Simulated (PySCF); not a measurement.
Ionisation energies (eV) were calculated with PySCF 2.14 by LDA, PBE, PBE0, in another order, as differences of total energies without spin-orbit coupling. The measured values are between term centres (NIST).

```tsv
species	measured	A	B	C
Be (def2-QZVPPD, non-relativistic)	9.323	8.996	8.971	9.026
Cd (def2-QZVPPD with the def2 core potential (28 electrons), ECP)	8.994	9.115	8.818	9.491
In (def2-QZVPPD with the def2 core potential (28 electrons), ECP)	5.603	5.591	5.621	5.716
Sn⁺ (def2-QZVPPD with the def2 core potential (28 electrons), ECP)	14.282	14.224	14.263	14.406
Te (def2-QZVPPD with the def2 core potential (28 electrons), ECP)	8.749	8.733	8.731	9.003
Ir (def2-QZVPPD with the def2 core potential (60 electrons), ECP)	8.926	8.903	8.626	9.336
Au (def2-QZVPPD with the def2 core potential (60 electrons), ECP)	9.226	9.533	9.216	9.892
Hg (def2-QZVPPD with the def2 core potential (60 electrons), ECP)	10.438	10.445	10.147	10.856
```

Which column is which method?

A is PBE (mean error 0.00 eV); B is PBE0 (mean error -0.14 eV); C is LDA (mean error 0.27 eV). PBE, with gradient corrections, lies close to experiment on average, with errors of both signs. PBE0, with a quarter of exact exchange, lies close to experiment on average. LDA overbinds the outer electron and comes out highest.
